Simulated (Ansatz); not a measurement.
**AlH₂O (sextet): wave-function methods side by side, cc-pVTZ**

An exercise on one series of results from a longer session: the logs are not shown, and one member is left open.

Program: Ansatz 0.2.0, Gaussian basis. Level of theory: cc-pVTZ, core rule «outside noble gas», up to 6 orbitals frozen. These are calculated values, not measurements.

Plan: UHF; CCSD(T) on ROHF; CCSD(T) on UHF; BCCD(T) on ROHF; CCSDT(Q) on ROHF; CCSDT(Q) on UHF.

15 further runs of the same task are left out: 10 for a known fault of the program, 5 set aside as unsound or not needed.

### The geometry

The geometry is a PBE0/def2-TZVP stationary point (not a proven minimum) of the parent state, kept for this charge and spin.

4 atoms, charge 0, spin multiplicity 6.

Atoms are counted from 1 here; the program's logs count them from 0.

Bond lengths: Al1–O2 1.747 Å, Al1–H3 1.777 Å, Al1–H4 1.777 Å. Angles: O2–Al1–H3 65.9°, O2–Al1–H4 65.9°, H3–Al1–H4 131.8°.

The first run:

File in.yaml:

```yaml
crystal:
  periodic: [false, false, false]
  atoms:
    - {symbol: Al, position_ang: [0.000000, 0.000000, 0.653528]}
    - {symbol: O, position_ang: [0.000000, 0.000000, -1.093006]}
    - {symbol: H, position_ang: [0.000000, -1.622098, -0.072304]}
    - {symbol: H, position_ang: [0.000000, 1.622098, -0.072304]}
basis:
  gaussian: {orbitals: cc-pVTZ}
magnetization: {spin_polarized: true, initial_magnetization: 5}
hamiltonian: {xc: hf}
output: {orbitals: {seedname: orbitals}}
```

Command:

```
$ ansatz run in.yaml --threads 1 --pin off --events-out ev --progress --plain --max-ram 2560MiB --backend cpu
```

Steps of the session up to this table: UHF; CCSD(T) on ROHF; CCSD(T) on UHF; BCCD(T) on ROHF; CCSDT(Q) on ROHF; CCSDT(Q) on UHF.

One table of the session follows, with a row left open; its other results are not shown here.

It belongs to the step «Misses and costs». 

| method | from UCCSDT(Q) (kJ/mol) |
| --- | --- |
| ROHF | +730.6 |
| UHF | ? |
| RMP2 | +91.8 |
| UMP2 | +91.6 |
| RCCSD | +32.2 |
| UCCSD | +30.4 |
| RCCSD(T) | +4.5 |
| UCCSD(T) | +4.8 |
| BCCD(T) | +5.4 |
| RCCSDT | +1.8 |
| UCCSDT | +1.5 |
| RCCSDT(Q) | +0.7 |
| UCCSDT(Q) | 0 |

Q: Estimate the row for UHF from the others.

The run gave: from UCCSDT(Q) (kJ/mol): +696.5. In the column «from UCCSDT(Q) (kJ/mol)» it lies between RMP2 (+91.8) and ROHF (+730.6).

Limits of these values: Restricted and unrestricted rows rest on different reference determinants; where their highest levels disagree by more than a few hundredths of an eV, they describe different states and don't form one ladder.
